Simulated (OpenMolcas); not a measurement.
## How basis sets differ on CH5BO (SMILES CBO)

CH5BO: 8 atoms, total charge 0, spin state singlet. SMILES: `CBO`. Geometry: relaxed at PBE0-D4/def2-TZVP. This is one conformer, not always the lowest.

Each level gives the HOMO–LUMO gap (eV). The values are calculated.

```tsv
level	kind	program	value (eV)	CPU time
HF/ANO-R0 (sfX2C)	Hartree–Fock	OpenMolcas	16.52	3.3 s
HF/ANO-RCC-MB (DKH2)	Hartree–Fock	OpenMolcas	17.23	2.1 s
HF/STO-3G	Hartree–Fock	OpenMolcas	18.90	1.4 s
HF/3-21G	Hartree–Fock	OpenMolcas	16.61	2 s
HF/ANO-XS-VDZP (DKH2, RICD fitting)	Hartree–Fock	OpenMolcas	16.35	2.9 s
HF/cc-pVDZ (RICD fitting)	Hartree–Fock	OpenMolcas	16.33	1.9 s
HF/def2-SVP	Hartree–Fock	OpenMolcas	16.37	2.9 s
HF/6-311+G**	Hartree–Fock	OpenMolcas	13.71	9.8 s
```

The values span 13.71 to 18.90 eV. A Hartree–Fock LUMO above zero doesn't converge with the basis: it sinks as sets grow more diffuse. Orbital gaps aren't excitation energies. Times are those of the runs behind each value, whatever else they computed, on shared processors of several kinds: orders of magnitude only.
